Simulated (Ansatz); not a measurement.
# AlH6PSi: a ladder of functionals and wavefunction methods

One table from this session's results is given with a row withheld; the runs are named, their logs left out.

Method: functionals in def2-TZVPP, the program's frozen cores in correlated methods; program: Ansatz 0.2.0, Gaussian basis.

Levels to be run: LDA (SPW92), PBE-D4, revPBE-D4, BLYP-D4, r2SCAN-D4, B97M-V, PBE0-D4, B3LYP-D4, r2SCANh-D4, r2SCAN0-D4, HSE06-D4, BHLYP-D4, CAM-B3LYP-D4, LC-ωPBE, ωB97X-V, ωB97M-V, B2PLYP, PBE-QIDH; CCSD(T)/def2-SVP; CCSD(T)/def2-TZVPP; MP2/def2-QZVPP; extrapolation to the limit; RPA on PBE.

1 further run of the same task is left out (it didn't finish).

**The geometry**

All runs share one geometry, relaxed beforehand with PBE0-D4 in a triple-zeta def2 set.

SMILES `[SiH3][AlH][PH2]`, 9 atoms, charge 0, spin multiplicity 1.

Atoms are counted from 1 here; the program's logs count them from 0.

Bond lengths: Si1–Al2 2.455 Å, Si1–H4 1.490 Å, Si1–H5 1.493 Å, Si1–H6 1.492 Å, Al2–P3 2.323 Å, Al2–H7 1.589 Å, P3–H8 1.420 Å, P3–H9 1.420 Å. Angles: Al2–Si1–H4 112.3°, Al2–Si1–H5 110.2°, Al2–Si1–H6 111.9°, H4–Si1–H5 107.4°, H4–Si1–H6 107.8°, H5–Si1–H6 107.1°, Si1–Al2–P3 120.1°, Si1–Al2–H7 121.5°, P3–Al2–H7 118.2°, Al2–P3–H8 94.5°, Al2–P3–H9 94.4°, H8–P3–H9 95.3°.

Set-up of the first run:

File in.yaml:

```yaml
crystal:
  periodic: [false, false, false]
  atoms:
    - {symbol: Si, position_ang: [-1.045884, 1.011835, -0.997288]}
    - {symbol: Al, position_ang: [0.858216, 0.277323, 0.366903]}
    - {symbol: P, position_ang: [0.630553, -1.530253, 1.808718]}
    - {symbol: H, position_ang: [-2.284139, 0.236499, -0.703512]}
    - {symbol: H, position_ang: [-0.740626, 0.831793, -2.447286]}
    - {symbol: H, position_ang: [-1.353948, 2.456425, -0.790148]}
    - {symbol: H, position_ang: [2.231160, 1.077665, 0.377506]}
    - {symbol: H, position_ang: [-0.102125, -2.318562, 0.882733]}
    - {symbol: H, position_ang: [1.895290, -2.088925, 1.485273]}
basis:
  gaussian: {orbitals: def2-TZVPP}
hamiltonian: {xc: lda}
output: {orbitals: {seedname: orbitals}}
```

On the command line:

```bash
> ansatz run in.yaml --threads 2 --pin off --events-out ev --progress --plain --max-ram 4352MiB
```

Steps of the session up to this table: LDA; PBE-D4 (GGA); revPBE-D4 (GGA); BLYP-D4 (GGA); r2SCAN-D4 (meta-GGA); B97M-V (meta-GGA); B3LYP-D4 (hybrid); r2SCANh-D4 (hybrid); r2SCAN0-D4 (hybrid); HSE06-D4 (hybrid); BHLYP-D4 (hybrid); CAM-B3LYP-D4 (range-separated); LC-ωPBE (range-separated); ωB97X-V (range-separated); ωB97M-V (range-separated); B2PLYP (double hybrid); PBE-QIDH (double hybrid).

One table of the session follows, with a row left open; its other results are not shown here.

It belongs to the step «Frontier levels by functional». 

```
  functional  HOMO (eV)  LUMO (eV)  gap (eV)
 LDA (SPW92)      -6.24      -2.94      3.30
      PBE-D4      -6.13      -2.74      3.39
   revPBE-D4      -6.09      -2.65      3.44
     BLYP-D4      -5.95      -2.59      3.36
   r2SCAN-D4      -6.35      -2.54      3.82
      B97M-V      -6.43      -2.69      3.75
     PBE0-D4      -7.14      -2.02      5.12
    B3LYP-D4          ?          ?         ?
  r2SCANh-D4      -6.72      -2.28      4.44
  r2SCAN0-D4      -7.28      -1.90      5.38
    HSE06-D4      -6.75      -2.38      4.37
    BHLYP-D4      -8.00      -1.20      6.80
CAM-B3LYP-D4      -8.33      -1.03      7.29
     LC-ωPBE      -9.64      -0.02      9.62
     ωB97X-V      -9.31      -0.12      9.19
     ωB97M-V      -9.10      -0.36      8.74
```

Q: Estimate the row for B3LYP-D4 from the others.

Worked estimate for «HOMO (eV)». Against the share of exact exchange, BLYP-D4 (0, -5.95), BHLYP-D4 (0.5, -8.00) give a slope of -4.10 per unit share; at 0.2 the line stands at -6.77.

As computed: HOMO (eV): -6.92; LUMO (eV): -2.17; gap (eV): 4.74. In «HOMO (eV)» the line misses by +0.15.
